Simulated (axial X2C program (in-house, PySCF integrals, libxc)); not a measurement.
**How long does NaMg⁺ take?**

A bond scan computed with an in-house relativistic program for diatomic molecules. Basis: Mg dyall-v3z [9s8p5d3f], Na dyall-v3z [9s8p4d2f] (cores contracted in-house).

Input file and command:
```json
{"zs": [12, 11], "q": 1, "bas": ["dyall-v3z", "dyall-v3z"], "levels": ["PBE0", "HF", "PBEsol", "PBE"], "cc": false, "r0": 2.94, "npts": 10, "nst": 2, "ntry": 6}
```
```bash
python so2c.py task.json out
```

Keys: zs atomic numbers; q charge; bas basis sets; levels methods; cc coupled cluster on or off; r0 starting distance in Å; npts points on the curve; nst determinants followed; ntry starts of the search. HF also brings MP2.

Hardware: 1 thread of Arm Neoverse N1 (shared host).

Wall time of one point of each curve, integrals apart:

```csv
Hamiltonian,level,points,seconds a point
spin-free,PBE0,10,0.25
spin-free,HF,10,0.098
spin-free,PBEsol,10,0.25
spin-free,PBE,10,0.25
2c,PBE0,10,0.3
2c,HF,10,0.14
2c,PBEsol,10,0.27
2c,PBE,10,0.28
```

The rest:

Search with its distance optimisation 11 s, atoms 5.6 s, whole task 49 s. Coupled cluster runs on the points near the minimum only. The program drops outer points, and coupled cluster, when its time limit (not in the input) nears; MP2, further determinants and curves that did not converge are not in the table.
